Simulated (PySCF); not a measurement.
Cyclobutanol, C4H8O.
SMILES: `OC1CCC1`

Torsions of this conformer, `[OH:1][CH:2]1[CH2:3][CH2:4][CH2:5]1`: H–O1–C2–C3 80°.

The closed-shell ground state was solved at several levels (PySCF, density fitting, gas phase, non-relativistic). Geometry: PBE0-D3(BJ)/def2-TZVP, one conformer, isolated molecule.

| level | basis functions | HOMO (eV) | LUMO (eV) | gap (eV) | dipole (D) |
| --- | --- | --- | --- | --- | --- |
| PBE0/pcSseg-2 | 292 | -7.60 | 0.55 | 8.15 | 1.51 |
| wB97X-D/pcSseg-2 | 292 | -9.50 | 2.28 | 11.78 | 1.54 |
| B97-2/pcSseg-2 | 292 | -7.32 | 0.58 | 7.90 | 1.50 |

(1) Estimate the row for KT3/pcSseg-2, a basis of 292 functions; the other rows only guide the guess.

(2) Over all these levels, which gives the widest orbital gap and which the narrowest?

(3) In the pcSseg-2 basis, how does the gap go with the fixed share of exact exchange?

(4) How far do the dipole and the HOMO energy spread over the levels?

Results:

(1) HOMO -6.21 eV, LUMO -0.38 eV, gap 5.83 eV, dipole 1.40 D.

(2) wB97X-D/pcSseg-2 (range-separated hybrid) has the widest, 11.78 eV, and KT3/pcSseg-2 (GGA) the narrowest, 5.83 eV. From the narrowest to the widest the HOMO moves by -3.29 eV and the LUMO by +2.66 eV.

(3) KT3 (0 %) 5.83 eV; B97-2 (21 %) 7.90 eV; PBE0 (25 %) 8.15 eV. Each rise in the share widens the gap here.

(4) The dipole runs from 1.40 to 1.54 D (mean 1.49 D) and the HOMO from -9.50 to -6.21 eV.
